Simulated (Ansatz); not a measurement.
This script makes the interaction energy of a dimer with the counterpoise correction of ClH with Ansatz's Python interface.

`dimer_clh.py`
```python
import ansatz

FIRST = [
    ("H", (0.0, 0.0, -0.645)),
    ("Cl", (0.0, 0.0, 0.645)),
]
SECOND = [
    ("H", (2.2316, 3.3138, -0.4295)),
    ("Cl", (1.5063, 3.1623, 0.6265)),
]

def energy(atoms, ghosts=()):
    molecule = ansatz.Crystal.molecule()
    for symbol, xyz in atoms:
        molecule = molecule.atom(symbol, xyz)
    calc = (
        molecule.calculation()
        .basis(gaussian="aug-cc-pVDZ")
        .functional("HF")
    )
    deck = calc.input()
    if ghosts:
        deck = deck.set(ansatz.key.basis.gaussian.ghost_atoms, [{"symbol": s, "position_ang": list(xyz)} for s, xyz in ghosts])
    return ansatz.Session.from_dict(deck).plan().execute().report["free_energy_ev"]

both = energy(FIRST + SECOND)
alone = energy(FIRST) + energy(SECOND)
ghosted = energy(FIRST, SECOND) + energy(SECOND, FIRST)
print(f"dimer {both:.6f} eV")
print(f"interaction, uncorrected   {(both - alone):8.3f} eV")
print(f"interaction, counterpoise  {(both - ghosted):8.3f} eV")
print(f"basis-set superposition    {(alone - ghosted):8.3f} eV")
```

How large is the interaction at this pose, and how much of it is basis-set superposition?

Uncorrected it is 0.093 eV, with the counterpoise correction 0.095 eV; the difference, 0.00 eV, is the superposition error. In this basis both values are repulsive.

What the script printed:

```console
$ python dimer_clh.py
dimer -25039.417563 eV
interaction, uncorrected      0.093 eV
interaction, counterpoise     0.095 eV
basis-set superposition       0.002 eV
```

Total energies depend on the basis set; only differences at equal settings carry meaning. The dimer is a generated trial pose of unrelaxed monomers, not a minimum, so the figure is no binding energy, and the basis set is small. Hartree-Fock leaves correlation out, so bond, atomisation and ionisation energies come out well too low. This level lacks the dispersion part of the attraction (electrostatics and induction are there), which can decide the sign where the interaction is weak. It ran for 1.4 s on 1 thread of INTEL(R) XEON(R) PLATINUM 8581C CPU @ 2.10GHz (Emerald Rapids) (shared host), peak memory 0.17 GiB.
